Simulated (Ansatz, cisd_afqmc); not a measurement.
System: HO, charge 0, doublet. HO (SMILES [OH], doublet).
B3LYP-D3(BJ)/def2-TZVP minimum from Ansatz (a first-principles code):
```xyz
2

O      0.0000     0.0000    -0.1085
H      0.0000     0.0000     0.8682
```
Charge 0, spin multiplicity 2.

Total energies in aug-cc-pVDZ, 7 correlated electrons, 1 frozen orbitals. UHF or UKS for unpaired electrons; spin-orbit terms are left out. Cores are frozen in correlated methods. No relativity. AFQMC is phaseless with a CISD trial state; ± is one standard error, without the phaseless bias. Outlying blocks are dropped, and bars are widened where a walk drifts. Over all cases where full CI ran beside it in this data, AFQMC minus full CI had a median of +0.1 mEh and passed +0.4 mEh in a tenth of the cases. Full CI freezes restricted core orbitals and the other rows unrestricted ones, which leaves a small offset even where coupled cluster is exact.

| method | program | energy (Eh) | error against FCI (mEh) |
|---|---|---|---|
| HF | Ansatz | -75.40341 | 181.25 |
| MP2 | Ansatz | -75.56557 | 19.09 |
| CCSD | Ansatz | -75.58069 | 3.97 |
| CCSD(T) | Ansatz | -75.58407 | 0.59 |
| CCSDT(Q) | Ansatz | -75.58469 | -0.03 |
| CCSDTQ | Ansatz | -75.58469 | -0.03 |
| AFQMC/CISD | cisd_afqmc | -75.5845 ± 0.0001 | 0.2 ± 0.1 |
| FCI | Ansatz | -75.58466 | 0.00 |

Rough core times of Ansatz's runs on a shared machine: CCSD(T) under 20 s, CCSDT(Q) under 20 s, CCSDTQ 3 min, FCI 8 min.
